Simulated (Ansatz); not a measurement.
# CH₂BSi−: functionals against CCSD(T) at one geometry

How do the functionals fare away from a minimum? The structure is a frame of a short trajectory.

Program: Ansatz 0.2.0, Gaussian basis. Level of theory: single points in def2-TZVPPD. These are calculated values, not measurements.

Cores are frozen in the correlated methods.

## (1) Where the work starts

SMILES `BC#[Si-]`, 5 atoms, charge -1, spin multiplicity 1.

Atoms are counted from 1 here; the program's logs count them from 0.

Bond lengths: B1–C2 1.486 Å, B1–H4 1.214 Å, B1–H5 1.202 Å, C2–Si3 1.691 Å. Angles: C2–B1–H4 119.5°, C2–B1–H5 120.9°, H4–B1–H5 119.3°, B1–C2–Si3 176.0°.

Coordinates:

```xyz
5

B     0.45101   -0.38112   -0.30584
C    -0.60136    0.41598    0.37577
Si   -1.76009    1.41761    1.09318
H     0.13593   -1.35835   -0.95335
H     1.59534   -0.01204   -0.31696
```

## (2) PBE-D4/def2-TZVPPD

The input, run/in.yaml:

```yaml
crystal:
  periodic: [false, false, false]
  atoms:
    - {symbol: B, position_ang: [0.451015, -0.381122, -0.305842]}
    - {symbol: C, position_ang: [-0.601360, 0.415984, 0.375773]}
    - {symbol: Si, position_ang: [-1.760088, 1.417612, 1.093181]}
    - {symbol: H, position_ang: [0.135932, -1.358353, -0.953351]}
    - {symbol: H, position_ang: [1.595344, -0.012042, -0.316963]}
basis:
  gaussian: {orbitals: "def2-TZVPPD.json"}
total_charge: -1
hamiltonian: {xc: pbe, dispersion: d4}
output: {forces: true}
```

The basis file named in the input lies beside it (Basis Set Exchange, JSON).

Launch:

```sh
$ ansatz run in.yaml --threads 1 --pin off --events-out ev --progress --plain --max-ram 4352MiB
```

## (3) r2SCAN-D4/def2-TZVPPD

run/in.yaml, as its differences from that of step 2:

```diff
@@ -11,3 +11,3 @@
 total_charge: -1
-hamiltonian: {xc: pbe, dispersion: d4}
+hamiltonian: {xc: r2scan, dispersion: d4}
 output: {forces: true}
```

## (4) PBE0-D4/def2-TZVPPD

run/in.yaml, as its differences from that of step 3:

```diff
@@ -11,3 +11,3 @@
 total_charge: -1
-hamiltonian: {xc: r2scan, dispersion: d4}
-output: {forces: true}
+hamiltonian: {xc: pbe0, dispersion: d4}
+output: {forces: true, orbitals: {seedname: orbitals}}
```

## (5) wB97M-V/def2-TZVPPD

run/in.yaml, as its differences from that of step 4:

```diff
@@ -11,3 +11,3 @@
 total_charge: -1
-hamiltonian: {xc: pbe0, dispersion: d4}
-output: {forces: true, orbitals: {seedname: orbitals}}
+hamiltonian: {xc: {name: wB97M-V}}
+output: {forces: true}
```

## (6) CCSD(T)/def2-TZVPPD

run/in.yaml, as its differences from that of step 5:

```diff
@@ -11,3 +11,3 @@
 total_charge: -1
-hamiltonian: {xc: {name: wB97M-V}}
+correlation: {method: ccsd_t}
 output: {forces: true}
```

(Steps that only read results are left out.)

Before running it: what results should come out? Wanted: RMS force component; RMS force error; HOMO and LUMO, PBE0-D4; T1 diagnostic.

The runs gave:

| quantity | value |
| --- | --- |
| RMS force component | 0.237 to 0.478 eV/Å over the methods |
| RMS force error | PBE-D4 0.169, r2SCAN-D4 0.171, PBE0-D4 0.218, wB97M-V 0.299 eV/Å |
| HOMO and LUMO, PBE0-D4 | -0.53 and 2.86 eV |
| T1 diagnostic | 0.022 |

In words: On forces the order runs from PBE-D4 to wB97M-V. Frozen-core CCSD(T) forces in triple zeta carry basis errors of their own, and this is one geometry, so small gaps rank nothing. The restricted Hartree–Fock reference is unstable towards an unrestricted one at one or more of these structures.
